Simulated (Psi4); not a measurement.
# AlH3Cl− (SMILES [H][Al-]([H])([H])[Cl]): levels of theory compared

Wanted: a comparison of 3 runs (B3LYP/aug-cc-pVDZ, BHLYP/aug-cc-pVDZ, wB97X/aug-cc-pVDZ) of AlH3Cl−. 

The calculation is run with Psi4 1.11.

6 further runs of the same task are left out: 4 that didn't finish, 2 set aside as unsound or not needed.

### 1 The molecule

AlH3Cl− has 5 atoms, charge -1, and is taken as a singlet. As SMILES, `[H][Al-]([H])([H])[Cl]`. The Al1–H5 distance was set to 2.091 Å, away from the relaxed value.

Bond lengths: Al1–Cl2 2.096 Å, Al1–H3 1.609 Å, Al1–H4 1.608 Å. Angles: Cl2–Al1–H3 107.0°, Cl2–Al1–H4 107.2°, H3–Al1–H4 111.6°.

### 2 Energy and forces at B3LYP/aug-cc-pVDZ (run 1)

The input, calc.inp:

```
memory 1600 MB

molecule {
  -1 1
  Al
  Cl 1 r2
  H 1 r3 2 a3
  H 1 r4 3 a4 2 d4
  H 1 r5 4 a5 3 d5

  r2 = 2.096168
  r3 = 1.608741
  a3 = 107.021
  r4 = 1.607812
  a4 = 111.56814
  d4 = 116.91382
  r5 = 2.0911
  a5 = 111.75906
  d5 = -125.81607
  units angstrom
  symmetry c1
  no_reorient
  no_com
}

set globals {
  basis aug-cc-pVDZ
  puream true
  e_convergence 1e-09
  d_convergence 1e-08
  scf_type pk
  dft_radial_points 99
  dft_spherical_points 590
}

energy_value, wavefunction = gradient("b3lyp", return_wfn=True)
oeprop(wavefunction, "WIBERG_LOWDIN_INDICES", "MAYER_INDICES", "DIPOLE", title="B3LYP")
```

The run is started by

```console
psi4 -n 1 calc.inp calc.out
```

calc.out:

```text
[...]
  Running in c1 symmetry.
[...]
  Nuclear repulsion =   76.856018163426143
[...]
  Multiplicity = 1
[...]
  Nalpha       = 17
  Nbeta        = 17
[...]
    Number of basis functions: 81
[...]
   @RKS iter   1:  -704.45644622464556   -4.10453e-01   4.30030e-03 ADIIS/DIIS
[...]
   @RKS iter  10:  -704.56162110949310   -4.43379e-12   4.47151e-09 DIIS
[...]
    Orbital Energies [Eh]
    ---------------------
    Doubly Occupied:
       1A   -101.337200     2A    -55.875672     3A     -9.258528
       4A     -7.016616     5A     -7.013273     6A     -7.013137
       7A     -3.953990     8A     -2.509194     9A     -2.506519
      10A     -2.505231    11A     -0.625519    12A     -0.246381
      13A     -0.160858    14A     -0.159003    15A     -0.149231
      16A     -0.097280    17A     -0.068866
[...]
  @RKS Final Energy:  -704.56162110949310
   => Energetics <=
    Nuclear Repulsion Energy =             76.8560181634261426
    One-Electron Energy =               -1134.1838465634948534
    Two-Electron Energy =                 391.6196852236253108
    DFT Exchange-Correlation Energy =     -38.8534779330498026
    Empirical Dispersion Energy =           0.0000000000000000
    VV10 Nonlocal Energy =                  0.0000000000000000
    Total Energy =                       -704.5616211094932169
[...]
  -Total Gradient:
     Atom            X                  Y                   Z
    ------   -----------------  -----------------  -----------------
       1       -0.027430074406     0.015520677302     0.047707522632
       2       -0.001482338286     0.000929500386    -0.044996022531
       3       -0.002783471463    -0.002366677780     0.003502890726
       4        0.000804990398     0.003722405984     0.003503799992
       5        0.030895122251    -0.017808376269    -0.009715526367
[...]
 Multipole Moments:
 ------------------------------------------------------------------------------------
     Multipole            Electronic (a.u.)      Nuclear  (a.u.)        Total (a.u.)
 ------------------------------------------------------------------------------------
 L = 1.  Multiply by 2.5417464519 to convert [e a0] to [Debye]
 Dipole X            :         -0.9432079            0.3642945           -0.5789135
 Dipole Y            :          0.5369722           -0.2060070            0.3309652
 Dipole Z            :          5.9115829           -4.4600291            1.4515538
 Magnitude           :                                                    1.5974002
[...]
```

It took 21 s on 1 thread of Intel Xeon 6975P-C (Granite Rapids), shared host; peak memory 1 GiB.

### 3 Energy and forces at BHLYP/aug-cc-pVDZ (run 2)

The input, job.py:

```python
import psi4

psi4.set_memory('1600 MB')
psi4.set_num_threads(1)
psi4.core.set_output_file('run.log', False)

mol = psi4.geometry("""
-1 1
Al     0.227242     0.398974     0.011571
Cl     0.243542     0.380194     2.107591
H      1.761792     0.410234    -0.471209
H     -0.545698     1.732944    -0.444659
H     -0.768110    -1.328130    -0.620160
symmetry c1
""")

psi4.set_options({
    'basis': 'aug-cc-pVDZ',
    'puream': True,
    'e_convergence': 1e-09,
    'd_convergence': 1e-08,
    'scf_type': 'pk',
    'dft_radial_points': 99,
    'dft_spherical_points': 590,
})

E, wfn = psi4.gradient("BHHLYP", return_wfn=True)
psi4.oeprop(wfn, "MULLIKEN_CHARGES", "LOWDIN_CHARGES", "DIPOLE", title="BHHLYP")
print('gradient / Eh bohr^-1')
print(E.np.round(6))
print(f'energy = {wfn.energy():.10f} Eh')
```

The run is started by

```console
python job.py
```

run.log (excerpt; [...] marks lines left out):

```text
[...]
  Running in c1 symmetry.
[...]
  Nuclear repulsion =   76.856035291142362
[...]
  Multiplicity = 1
[...]
  Nalpha       = 17
  Nbeta        = 17
[...]
    Number of basis functions: 81
[...]
   @RKS iter   1:  -704.45691206241975   -5.42207e-01   3.33742e-03 ADIIS/DIIS
[...]
   @RKS iter   9:  -704.51744239458662   -1.92131e-11   8.42869e-09 DIIS
[...]
  @RKS Final Energy:  -704.51744239458662
   => Energetics <=
    Nuclear Repulsion Energy =             76.8560352911423621
    One-Electron Energy =               -1134.2823198481264626
    Two-Electron Energy =                 377.6602095986012841
    DFT Exchange-Correlation Energy =     -24.7513674362039673
    Empirical Dispersion Energy =           0.0000000000000000
    VV10 Nonlocal Energy =                  0.0000000000000000
    Total Energy =                       -704.5174423945866238
[...]
  -Total Gradient:
     Atom            X                  Y                   Z
    ------   -----------------  -----------------  -----------------
       1        0.015672900462     0.026953570541     0.046930489676
       2        0.000675006408     0.001992611883    -0.041873746535
       3        0.000064398167     0.002957299615     0.002867203257
       4        0.002711297333     0.001382254327     0.002826105391
       5       -0.019125363172    -0.033288818805    -0.010748594306
[...]
 Multipole Moments:
 ------------------------------------------------------------------------------------
     Multipole            Electronic (a.u.)      Nuclear  (a.u.)        Total (a.u.)
 ------------------------------------------------------------------------------------
 L = 1.  Multiply by 2.5417464519 to convert [e a0] to [Debye]
 Dipole X            :          0.5850119           -0.2390379            0.3459741
 Dipole Y            :          0.9041927           -0.3252607            0.5789319
 Dipole Z            :          5.9057769           -4.4613975            1.4443794
 Magnitude           :                                                    1.5940804
[...]
  Mulliken Charges: (a.u.)
   Center  Symbol    Alpha    Beta     Spin     Total
       1    AL     6.49683  6.49683  0.00000  0.00635
       2    CL     8.79176  8.79176  0.00000 -0.58353
       3     H     0.50869  0.50869  0.00000 -0.01737
[...]
```

Standard output:

```text
gradient / Eh bohr^-1
[[ 1.5673e-02  2.6954e-02  4.6930e-02]
 [ 6.7500e-04  1.9930e-03 -4.1874e-02]
 [ 6.4000e-05  2.9570e-03  2.8670e-03]
 [ 2.7110e-03  1.3820e-03  2.8260e-03]
 [-1.9125e-02 -3.3289e-02 -1.0749e-02]]
energy = -704.5174423946 Eh
```

Run time: 26 s. Hardware: 1 thread of Intel Xeon 6975P-C (Granite Rapids), shared host; peak memory 1.1 GiB.

### 4 Energy and gradient at wB97X/aug-cc-pVDZ (run 3)

The input, calc.py:

```python
import psi4

psi4.set_memory(1600000000)
psi4.set_num_threads(1)
psi4.core.set_output_file('alclh3.out', False)

geom = psi4.geometry("""
-1 1
Al     0.227242     0.398974     0.011571
Cl     0.243542     0.380194     2.107591
H      1.761792     0.410234    -0.471209
H     -0.545698     1.732944    -0.444659
H     -0.768110    -1.328130    -0.620160
symmetry c1
no_reorient
no_com
""")

psi4.set_options({
    'basis': 'aug-cc-pVDZ',
    'puream': True,
    'e_convergence': 1e-09,
    'd_convergence': 1e-08,
    'scf_type': 'pk',
    'dft_radial_points': 99,
    'dft_spherical_points': 590,
})

result, w = psi4.gradient('wb97x', return_wfn=True)
psi4.oeprop(w, 'QUADRUPOLE', 'WIBERG_LOWDIN_INDICES', 'DIPOLE', title='WB97X')
print('gradient / Eh bohr^-1')
print(result.np.round(6))
print(f'energy = {w.energy():.10f} Eh')
for k, v in sorted(psi4.core.scalar_variables().items()):
    print(f'{k:45s} {v:18.10f}')
```

The run is started by

```console
python calc.py
```

alclh3.out:

```text
[...]
  Running in c1 symmetry.
[...]
  Nuclear repulsion =   76.856035291142362
[...]
  Multiplicity = 1
[...]
  Nalpha       = 17
  Nbeta        = 17
[...]
    Number of basis functions: 81
[...]
   @RKS iter   1:  -704.46669611370862   -6.44558e-01   2.99347e-03 ADIIS/DIIS
[...]
   @RKS iter  10:  -704.51116019576034   -1.93268e-11   6.80312e-09 DIIS
[...]
    Orbital Energies [Eh]
    ---------------------
    Doubly Occupied:
       1A   -101.305029     2A    -55.891028     3A     -9.345314
       4A     -7.102473     5A     -7.098877     6A     -7.098744
       7A     -4.063645     8A     -2.615704     9A     -2.612942
      10A     -2.611590    11A     -0.750684    12A     -0.359650
      13A     -0.264211    14A     -0.263920    15A     -0.252158
      16A     -0.193454    17A     -0.161805
[...]
  @RKS Final Energy:  -704.51116019576034
   => Energetics <=
    Nuclear Repulsion Energy =             76.8560352911423621
    One-Electron Energy =               -1134.1449013556054979
    Two-Electron Energy =                 389.0315515436935243
    DFT Exchange-Correlation Energy =     -36.2538456749907567
    Empirical Dispersion Energy =           0.0000000000000000
    VV10 Nonlocal Energy =                  0.0000000000000000
    Total Energy =                       -704.5111601957603398
[...]
  -Total Gradient:
     Atom            X                  Y                   Z
    ------   -----------------  -----------------  -----------------
       1        0.016329032599     0.028104614866     0.045982704626
       2        0.000664732294     0.001983673601    -0.042072524612
       3       -0.002499353655     0.002882020917     0.003444389939
       4        0.003948557444    -0.000873894222     0.003361761282
       5       -0.018451798279    -0.032113450168    -0.010507824269
[...]
 Multipole Moments:
 ------------------------------------------------------------------------------------
     Multipole            Electronic (a.u.)      Nuclear  (a.u.)        Total (a.u.)
 ------------------------------------------------------------------------------------
 L = 1.  Multiply by 2.5417464519 to convert [e a0] to [Debye]
 Dipole X            :        -14.3466994           14.2529645           -0.0937349
 Dipole Y            :        -23.7013549           23.5554513           -0.1459036
 Dipole Z            :        -65.7465350           65.0886722           -0.6578628
 Magnitude           :                                                    0.6803363
 L = 2.  Multiply by 1.3450342976 to convert [e a0^2] to [Debye ang]
 Quadrupole XX       :        -48.4891995           20.2526242          -28.2365753
 Quadrupole XY       :        -13.8744706           12.6770830           -1.1973876
[...]
```

On the terminal:

```text
gradient / Eh bohr^-1
[[ 0.016329  0.028105  0.045983]
 [ 0.000665  0.001984 -0.042073]
 [-0.002499  0.002882  0.003444]
 [ 0.003949 -0.000874  0.003362]
 [-0.018452 -0.032113 -0.010508]]
energy = -704.5111601958 Eh
CURRENT ENERGY                                   -704.5111601958
CURRENT REFERENCE ENERGY                         -704.5111601958
DD SOLVATION ENERGY                                 0.0000000000
DFT FUNCTIONAL TOTAL ENERGY                      -704.5111601958
DFT TOTAL ENERGY                                 -704.5111601958
DFT VV10 ENERGY                                     0.0000000000
DFT XC ENERGY                                     -36.2538456750
GRID ELECTRONS ALPHA                               16.9999978314
GRID ELECTRONS BETA                                16.9999978314
GRID ELECTRONS TOTAL                               33.9999956629
NUCLEAR REPULSION ENERGY                           76.8560352911
ONE-ELECTRON ENERGY                             -1134.1449013556
PCM POLARIZATION ENERGY                             0.0000000000
PE ENERGY                                           0.0000000000
SCF ITERATION ENERGY                             -704.5111601958
SCF ITERATIONS                                     10.0000000000
SCF TOTAL ENERGY                                 -704.5111601958
TWO-ELECTRON ENERGY                               389.0315515437
XC GRID RADIAL POINTS                              99.0000000000
XC GRID SPHERICAL POINTS                          590.0000000000
XC GRID TOTAL POINTS                           284267.0000000000
```

Run time: 38 s. Hardware: 1 thread of Intel Xeon 6975P-C (Granite Rapids), shared host; peak memory 1.1 GiB.

### 5 Overview of the runs

```csv
run,level,energy (Eh),HOMO energy (eV),LUMO energy (eV),HOMO–LUMO gap (eV),wall time
1,B3LYP/aug-cc-pVDZ,-704.561621,-1.87,2.96,4.83,21 s
2,BHLYP/aug-cc-pVDZ,-704.517442,-3.08,3.17,6.26,26 s
3,wB97X/aug-cc-pVDZ,-704.511160,-4.40,3.68,8.09,38 s
```

### 6 Summary of results

| quantity | value |
| --- | --- |
| run 3: total energy | -704.51116 Eh |
| run 3: HOMO energy | -4.40 eV |
| run 3: LUMO energy | 3.68 eV |
| run 3: HOMO–LUMO gap (to an unbound level, set by the basis) | 8.09 eV |
| run 3: largest force on an atom | 2.896 eV/Å |

What this shows: The HOMO–LUMO gap runs from 4.83 eV (B3LYP/aug-cc-pVDZ) to 8.09 eV (wB97X/aug-cc-pVDZ). The empty levels of an anion lie above zero and hang on the basis. Totals of different functionals can't be ranked against each other. All runs together took 85 s, the longest 38 s.
